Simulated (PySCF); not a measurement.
Task: What does the GFN2-xTB structure of InChI=1S/C2H5O/c1-2-3/h3H,1-2H2 look like in three dimensions? (Doublet state.)

Result: 
```
atom  x, y, z in Å
C1     1.0015    0.0454   -0.0503
C2    -0.4073   -0.3570   -0.1561
O3    -1.3354    0.6774    0.0546
H4     1.2682    1.0702    0.1162
H5     1.7733   -0.6849   -0.1828
H6    -0.6352   -0.7529   -1.1595
H7    -0.6106   -1.1933    0.5461
H8    -1.0454    1.2045    0.8073
```

Any rigid rotation of these coordinates is as good. Atoms count from 1 in this order. C1 (carbon bonded to C and 2 H) is planar (angles 120.8°, 119.7° and 119.5°, sum 359.9°, 0.02 Å off the plane of its three neighbours). Of the pairs four or more bonds apart, H4···H8 is among the closest relative to their van der Waals radii: 2.42 Å, 101 % of the sum of Bondi's values.

Bonds between heavy atoms (Å): C1–C2 1.469, C2–O3 1.406.

The geometry is computed with GFN2-xTB (gas phase). This method treats the open shell by occupation alone, without spin polarisation.

No frequency check. Torsions: H–C1–C2–O3 -4° and 179°, C1–C2–O3–H -43°.

One conformer stands for the species.
